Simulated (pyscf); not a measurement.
Optimised with ωB97X-D3(BJ)/def2-SVP in PySCF.

Task: Estimate by transition-state theory the rate constant of [H₃C–CH(CH₃)–Mo(Cl)(Cl)(Cl)–Cl]• + hydrogen chloride (HCl) -> propane (H₃C–CH₂–CH₃) + [Cl–Mo(Cl)(Cl)(Cl)–Cl]• (doublet surface; C–Mo, Cl–H broken, C–H, Cl–Mo formed) at 900 K, with ωB97M-D3(BJ)/def2-TZVP energies (ideal gas, 1 atm, RRHO with modes under 100 cm⁻¹ raised to 100, one conformer, R ln 2 for chiral ones without a mode under 150 cm⁻¹; no tunnelling).

Result: The electronic barrier is 18.8 kcal/mol and the thermal terms add +33.3, so ΔG‡ = 52.1 kcal/mol. With k_BT/h = 1.88e+13 s⁻¹ and RT = 1.788 kcal/mol, and a volume of 1.23e-19 cm³ per molecule at 1 atm, k = 5.1e-19 cm³ molecule⁻¹ s⁻¹. Wigner's tunnelling factor for 800i cm⁻¹ would be 1.07. A shift of 1 kcal/mol in the barrier changes k by a factor 1.7. On the reactant side the descent ends in a complex (not fully relaxed), 5.1 kcal/mol under the separated species and 25.3 kcal/mol under the saddle at ωB97X-D3(BJ)/def2-TZVP. On the product side the descent ends in a complex (not fully relaxed), 4.2 kcal/mol under the separated species and 42.1 kcal/mol under the saddle at ωB97X-D3(BJ)/def2-TZVP. At the saddle there is also a short H–Mo contact that neither side keeps. One saddle was located; it need not be the lowest between these sides. Open-shell species with a d-block atom are single-reference here; other states, and whether the spin sits on metal or ligand, were not checked. Elements past Kr carry the def2 core potentials, without spin-orbit coupling.
